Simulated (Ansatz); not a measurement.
Results of r²SCAN in Ansatz (plane waves, PAW) for bcc Rb.

Run with plane-wave cutoff 600 eV, 16×16×16 k mesh, Fermi–Dirac smearing 0.1 eV, finite displacements, force constants from a 4×4×4 q mesh, scalar-relativistic PAW data made under PBE.

Computed at the level's own relaxed cell.

Space group Im-3m (No. 229); a = b = c = 5.7458 Å, α = β = γ = 90.00°

```json
[
 {"atom": "Rb", "site": "2a", "symmetry": "m-3m", "x": "0.0000", "y": "0.0000", "z": "0.0000"}
]
```
(The calculation used a cell of 1 atom; values per cell refer to that cell.)

Harmonic phonon frequencies (cm⁻¹; i marks an imaginary mode):

```
q point  frequencies
-------  -----------
N           12 29 48
H           45 45 45
```

No imaginary mode appears at these points.

Ansatz is a first-principles code.
